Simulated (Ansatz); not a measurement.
**AlClH3N: basis-set convergence**

One table from this session's results is given with a row withheld; the runs are named, their logs left out.

Computed with Ansatz 0.2.0, Gaussian basis. Level: one geometry, several basis sets.

The runs, in order: PBE0-D4/def2-SVP; ωB97M-V/def2-SVP; PBE0-D4/def2-QZVPP; ωB97M-V/def2-QZVPP; the functionals' def2-TZVPP values are taken from earlier runs.

**The geometry**

All runs share one geometry, relaxed beforehand with PBE0-D4 in a triple-zeta def2 set.

SMILES `[NH2][AlH][Cl]`, 6 atoms, charge 0, spin multiplicity 1.

Atoms are counted from 1 here; the program's logs count them from 0.

Bond lengths: N1–Al2 1.756 Å, N1–H4 1.007 Å, N1–H5 1.007 Å, Al2–Cl3 2.098 Å, Al2–H6 1.570 Å. Angles: Al2–N1–H4 124.3°, Al2–N1–H5 125.0°, H4–N1–H5 110.7°, N1–Al2–Cl3 117.5°, N1–Al2–H6 121.8°, Cl3–Al2–H6 120.6°.

Set-up of the first run:

in.yaml reads:

```yaml
crystal:
  periodic: [false, false, false]
  atoms:
    - {symbol: N, position_ang: [-0.631142, 0.250917, -0.718797]}
    - {symbol: Al, position_ang: [0.477642, -0.073806, 0.603565]}
    - {symbol: Cl, position_ang: [1.413475, -1.951548, 0.645578]}
    - {symbol: H, position_ang: [-1.134283, 1.114995, -0.838756]}
    - {symbol: H, position_ang: [-0.852551, -0.395054, -1.458851]}
    - {symbol: H, position_ang: [0.768959, 0.990395, 1.720961]}
basis:
  gaussian: {orbitals: def2-SVP}
hamiltonian: {xc: pbe0, dispersion: d4}
output: {orbitals: {seedname: orbitals}}
```

Steps of the session up to this table: PBE0-D4 in def2-SVP; ωB97M-V in def2-SVP; PBE0-D4 in def2-QZVPP; ωB97M-V in def2-QZVPP.

One of the session's tables, all rows but one given; the rest of the session is left out.

It belongs to the step «Density functionals: the series». 

```
functional       basis  HOMO (eV)
   PBE0-D4    def2-SVP      -7.62
   PBE0-D4  def2-TZVPP      -7.81
   PBE0-D4  def2-QZVPP      -7.86
   ωB97M-V    def2-SVP      -9.97
   ωB97M-V  def2-TZVPP          ?
   ωB97M-V  def2-QZVPP     -10.25
```

Q: Estimate the row for ωB97M-V, def2-TZVPP from the others.

**Answer.** HOMO (eV): -10.20. In the column «HOMO (eV)» it lies between ωB97M-V, def2-QZVPP (-10.25) and ωB97M-V, def2-SVP (-9.97).
